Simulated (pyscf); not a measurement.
## Four-centre exchange: `[OH][B]([F])[F]` + `[NH3]` -> `[OH2]` + `[NH2][B]([F])[F]`

Gas phase, singlet surface, charge 0. Bonds broken: O1–B2, N6–H7. Bonds formed: O1–H7, B2–N6. Optimised with ωB97X-D3(BJ)/def2-SVP in PySCF. MP2 and CC: frozen core, UHF for open shells. ΔMP2 is the change of the MP2 total energy from the triple- to the quadruple-zeta basis.

Transition state (Å):

```xyz
9

O     -0.6548    -1.1336    -0.0420
B      0.1240     0.2578     0.0664
F      1.4479     0.0468     0.2884
F     -0.1914     1.0144    -1.0333
H     -1.1692    -1.1828    -0.8592
N     -0.7103     0.6465     1.3338
H     -1.1648    -0.5427     0.8348
H     -0.1922     0.6544     2.2105
H     -1.2511     1.5044     1.2452
```

One imaginary mode, 1273i cm⁻¹; descent along it reached the two sides named, in the forms told below.

| bond | change | reactant side (Å) | saddle | product side |
|---|---|---|---|---|
| O1–B2 | breaks | 1.414 | 1.598 | 2.560 |
| N6–H7 | breaks | 1.022 | 1.367 | 2.596 |
| O1–H7 | forms | 2.457 | 1.174 | 0.966 |
| B2–N6 | forms | 1.673 | 1.566 | 1.409 |

Electronic energies relative to the separated reactants (kJ/mol):

```
level                             barrier  reaction energy  reverse barrier
--------------------------------  -------  ---------------  ---------------
ωB97X-D3(BJ)/def2-TZVP               64.1            +17.4             46.7
PBE/def2-TZVP                        50.6            +17.3             33.3
r²SCAN/def2-TZVP                     54.4            +20.2             34.2
B3LYP-D3(BJ)/def2-TZVP               70.4            +17.7             52.7
PBE0-D3(BJ)/def2-TZVP                52.0            +16.4             35.6
M06-2X/def2-TZVP                     58.3            +19.8             38.5
ωB97M-D3(BJ)/def2-TZVP               64.6            +18.3             46.3
HF/def2-TZVP                        136.7            +23.8            112.9
MP2/def2-QZVPP                       66.3            +14.6             51.7
CCSD/def2-TZVPP                      79.3            +18.1             61.3
CCSD(T)/def2-TZVPP                   69.6            +18.1             51.5
CCSD(T)/def2-TZVPP + ΔMP2(QZVPP)     72.5            +16.2             56.3
```

With CCSD(T)/def2-TZVPP + ΔMP2(QZVPP) energies and thermal terms (ideal gas, 1 atm, RRHO with modes under 100 cm⁻¹ raised to 100, one conformer, R ln 2 for rigid chiral ones), in kJ/mol:

| T (K) | ΔH‡ | ΔG‡ | ΔH | ΔG |
|---|---|---|---|---|
| 298 | 66.6 | 113.5 | +14.4 | +15.6 |
| 600 | 67.6 | 160.9 | +16.0 | +16.2 |
| 900 | 70.6 | 206.9 | +16.9 | +16.0 |
| 1200 | 74.1 | 251.8 | +17.2 | +15.7 |

On the reactant side the descent ends in an adduct with a B–N contact, 62.5 kJ/mol under the separated species and 126.6 kJ/mol under the saddle at ωB97X-D3(BJ)/def2-TZVP. What is counted as formed (B–N) is already present as a longer contact in the reactant adduct; forming that adduct is a step of its own. The products may also form a dative adduct at H₂N–B(F)–F; it and routes through it were not searched. This is the saddle that the search found; another between the same sides may lie lower. The CCSD(T) − MP2 part came from Ansatz, without density fitting, on the same reference.
